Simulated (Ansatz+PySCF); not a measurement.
Results of a calculation; reference values are marked as such.
Input for Ansatz (development build ahead of 0.2.0):

```yaml
crystal:
  periodic: [false, false, false]
  atoms:
    - { symbol: C, position_ang: [0.0, 0.0, 0.0] }
    - { symbol: H, position_ang: [0.66568, 0.66568, 0.66568] }
    - { symbol: H, position_ang: [0.63399, -0.63399, -0.63399] }
    - { symbol: H, position_ang: [-0.63399, 0.63399, -0.63399] }
    - { symbol: H, position_ang: [-0.63399, -0.63399, 0.63399] }
basis:
  gaussian: { orbitals: "6-31G" }
hamiltonian:
  xc: hf
correlation:
  method: fci
  frozen_orbitals: { C: 1, H: 0 }
```

The input is written out in the form of the current development build from the run's settings.

Results

| Property | Result |
| --- | --- |
| Converged | yes |
| Total energy | -40.29890 hartree |
| State | lowest singlet root, of any spatial symmetry |
| Spin squared of the determinant | 0.000 |
